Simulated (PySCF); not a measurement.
## Electronic absorption of [C4H4F]+

C4H4F (charge +1).
Atom-mapped SMILES: `[F:1][CH2:2][c+:3]1[cH:4][cH:5]1` (hydrogens: H6, H7 on C2; H8 on C4; H9 on C5)

Method used: PySCF 2.14.0, density-fitted response routines, TDDFT wB97X-D/def2-SVPD, vertical, gas phase, core orbitals frozen in the response. Isolated species at its PBE0-D3(BJ)/def2-SVP geometry (one conformer only). Torsions of this conformer, `[F:1][CH2:2][c+:3]1[cH:4][cH:5]1`: F1–C2–C3–C4 1°.

```
state  E (eV)  E (hartree)       f  symmetry  main configurations (H = HOMO, L = LUMO)
   S1    7.12       0.2618  0.0003         –                  H-1→L (62%), H-4→L (24%)
   S2    7.21       0.2649  0.0018         –               H-1→L+1 (82%), H-4→L+1 (8%)
   S3    7.28       0.2674   0.136        A′                    H→L+1 (79%), H→L (20%)
   S4    7.53       0.2768  0.0009         –                H-2→L (80%), H-2→L+1 (15%)
   S5    7.61       0.2798  0.0083        A′      H→L (40%), H-2→L+1 (37%), H→L+1 (9%)
   S6    7.63       0.2804  0.0095        A′     H→L (39%), H-2→L+1 (32%), H→L+1 (10%)
   S7    8.91       0.3274  0.0002         –                  H-4→L (68%), H-1→L (28%)
   S8    9.02       0.3313  0.0016         –               H-4→L+1 (89%), H-1→L+1 (9%)
   S9    9.54       0.3505   0.117        A′                H-3→L (70%), H-3→L+1 (20%)
  S10    9.60       0.3528   0.110        A′                H-3→L+1 (71%), H-3→L (18%)
```

Triplets (Tamm–Dancoff): T1 6.48 eV, H→L (50%), H-3→L (34%), H→L+1 (13%); T2 6.56 eV, H→L+1 (71%), H-3→L+1 (14%), H-3→L (10%); T3 6.71 eV, H-1→L+1 (65%), H-1→L (20%); T4 6.77 eV, H-1→L (35%), H-4→L (28%), H-2→L+1 (19%).

The lowest singlet comes at 174 nm (687 kJ/mol) in the vacuum ultraviolet; it is dark (f under 0.0005); its leading configuration is HOMO-1→LUMO (62%). The strongest level in the table is S3 at 7.28 eV (170 nm, f = 0.136). Löwdin shares by element: HOMO fluorine 50%, carbon 21% or more, hydrogen 18% or more; LUMO carbon 90% or more, hydrogen 6% or more. The listed states span 2.48 eV, and the widest gap between neighbours is 1.28 eV (S6 to S7). Orbital energies (eV): HOMO-3 -19.83, HOMO-2 -19.06, HOMO-1 -17.80, HOMO -17.28, LUMO -5.62, LUMO+1 -5.43, LUMO+2 -2.19. Weighted by f, the mean energy of these states is 8.65 eV. No computed singlet lies in the visible range (380 to 750 nm); the lowest, at 174 nm, stands 3.86 eV above its violet end (3.26 eV). The vertical ionisation energy (ΔSCF) is 18.13 eV, 8.53 eV above S10. Symmetry labels in Cs follow from the direction of the transition dipole and are given only for states with f of 0.002 or more. Only the lowest 10 singlets were computed, as vertical energies without vibronic structure.

On Arm Neoverse V1, one thread, no GPU, on a shared host, this took 53 s of wall time.
